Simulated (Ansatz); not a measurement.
Program: Ansatz 0.2.0.

A structure relaxed at PBE0-D4/def2-TZVP, charge 0, multiplicity 1:

```json
{"atom": "N1", "x (Å)": "0.780", "y (Å)": "0.919", "z (Å)": "0.835"}
{"atom": "C2", "x (Å)": "-0.410", "y (Å)": "0.633", "z (Å)": "0.209"}
{"atom": "C3", "x (Å)": "-0.688", "y (Å)": "-0.476", "z (Å)": "-0.479"}
{"atom": "F4", "x (Å)": "-1.862", "y (Å)": "-0.549", "z (Å)": "-1.147"}
{"atom": "S5", "x (Å)": "0.322", "y (Å)": "-1.889", "z (Å)": "-0.533"}
{"atom": "H6", "x (Å)": "0.706", "y (Å)": "1.487", "z (Å)": "1.663"}
{"atom": "H7", "x (Å)": "1.394", "y (Å)": "0.125", "z (Å)": "0.947"}
{"atom": "H8", "x (Å)": "-1.160", "y (Å)": "1.418", "z (Å)": "0.229"}
{"atom": "H9", "x (Å)": "0.918", "y (Å)": "-1.668", "z (Å)": "-1.723"}
```

Q: Give its formula and SMILES.

A: C2H4FNS, `N/C=C(/F)S`.

Q: Summarise the bond lengths by kind.

A: 1 × C–N 1.374 Å; 2 × H–N 1.007 to 1.010 Å; 1 × C–C 1.335 Å; 1 × C–H 1.085 Å; 1 × C–F 1.353 Å; 1 × C–S 1.737 Å; 1 × H–S 1.349 Å.
